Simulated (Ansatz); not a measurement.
A nudged elastic band was laid between two geometries of BClH2 + H3P (8 atoms, charge 0, multiplicity 1).

Computed with RKS PBE-D4/def2-SVP in Ansatz 0.2.0.

```
movable images  : 9
climbing image  : yes
spring          : 5.0 eV/Å²
optimiser       : quadratic models (default)
start path      : through a guess of the saddle point
force threshold : 0.05 eV/Å
iteration limit : 60
end points      : relaxed
```

Image 0:

```xyz
8
Properties=species:S:1:pos:R:3
B -0.025 0.300 0.044
H -0.123 0.773 1.156
H 1.015 -0.109 -0.424
Cl -1.436 0.350 -0.999
P -0.211 -2.856 1.227
H -0.822 -2.761 -0.074
H 1.114 -2.684 0.691
H -0.372 -1.441 1.482
```

Image 10:

```xyz
8
Properties=species:S:1:pos:R:3
B 0.154 -0.832 -0.397
H -0.739 0.987 2.161
H 1.216 -0.245 -0.394
Cl -1.240 0.002 -1.071
P -0.019 -2.491 0.506
H -0.972 -3.161 -0.329
H 1.170 -3.128 0.021
H -0.429 0.440 2.606
```

(1) Which bonds break or form, and what moves?

(2) What energy profile does the band end with?

(3) What is the geometry of the highest image?

(4) What are the harmonic wavenumbers there?

## Answers

(1) Bonds broken: B1–H2, P5–H8. Bonds formed: B1–P5, H2–H8. BClH2 + H3P becomes BClH3P + H2.

(2) The forces met the threshold. The highest image is number 3 of 0 to 10, 13.7 kcal/mol above the first end and 15.2 kcal/mol above the last; the last end lies 1.5 kcal/mol below the first. A vibrational analysis at the climbing image gives one clearly imaginary mode, 707i cm⁻¹: a first-order saddle point. The orbitals stay closed-shell, which can raise the energy where a bond breaks towards radicals; this wasn't checked here.

```
image  path coordinate (Å)  energy (kcal/mol)  B1–H2 (Å)  P5–H8 (Å)  B1–P5 (Å)
    0                 0.00                0.0       1.21       1.45       3.38
    1                 0.55                0.4       1.21       1.46       3.08
    2                 1.09                4.7       1.22       1.53       2.59
    3                 1.64               13.7       1.30       1.83       2.19
    4                 2.11                9.0       1.48       2.24       2.01
    5                 2.59                6.5       1.90       2.56       1.95
    6                 3.06                2.8       2.31       2.82       1.93
    7                 3.54                0.3       2.66       3.04       1.91
    8                 4.01               -1.0       3.00       3.25       1.90
    9                 4.49               -1.4       3.26       3.46       1.90
   10                 4.96               -1.5       3.26       3.63       1.90
```

(3) 
```xyz
8
Properties=species:S:1:pos:R:3
B -0.108 -0.346 0.167
H 0.010 0.432 1.203
H 0.987 -0.293 -0.340
Cl -1.617 0.092 -0.725
P -0.351 -2.378 0.943
H -0.589 -2.661 -0.443
H 1.059 -2.657 0.869
H -0.251 -0.619 1.430
```

(4) 707i, 109, 190, 508, 600, 686, 706, 763, 824, 989, 1006, 1090, 1175, 2167, 2178, 2331, 2364, 2610 cm⁻¹.

Run time: 3.7 min on 1 thread of Arm Neoverse V2 (shared host), peak memory 0.15 GiB.
